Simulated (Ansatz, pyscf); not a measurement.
H₂O (SMILES O) + CH₃• (SMILES [CH3]) -> H₃C–OH (SMILES CO) + H• (SMILES [H]), a substitution at O on the doublet surface: H–O broken, C–O formed. Structures and frequencies: ωB97X-D3(BJ)/def2-SVP in PySCF. Wave-function energies: Ansatz (a program for electronic structure), frozen core, RHF or UHF references. In kJ/mol, from the separated reactants.

| level | barrier | reaction energy |
|---|---|---|
| PBE/def2-TZVP | 157.50 | +93.79 |
| ωB97M-D3(BJ)/def2-TZVP | 205.57 | +103.60 |
| CCSD(T)/cc-pV(D+d)Z | 219.92 | +99.08 |
| CCSDT(Q)/cc-pV(D+d)Z | ? | ? |
| CCSD(T)/cc-pV(T+d)Z | 219.21 | +111.96 |
| CCSD(T)/cc-pV(Q+d)Z | ? | +113.92 |

**Question.** Fill in the missing entries.

**Answer.** 
- CCSDT(Q)/cc-pV(D+d)Z, barrier: 218.26
- CCSDT(Q)/cc-pV(D+d)Z, reaction energy: +99.17
- CCSD(T)/cc-pV(Q+d)Z, barrier: 217.95

In cc-pV(D+d)Z, going from CCSD(T) to CCSDT(Q) shifts the barrier by -1.66 and the reaction energy by +0.09 kJ/mol. With HF in the quadruple-zeta basis and the correlation energy extrapolated as X⁻³ from X = 3, 4, CCSD(T) gives 217.35 and +113.84; adding the double-zeta shift gives ΔE‡ = 215.69 and ΔE = +113.93 kJ/mol, without core correlation, relativity or geometry relaxation at these levels. This is the saddle that the search found; another between the same sides may lie lower. The angle at the attacked O is 156°.
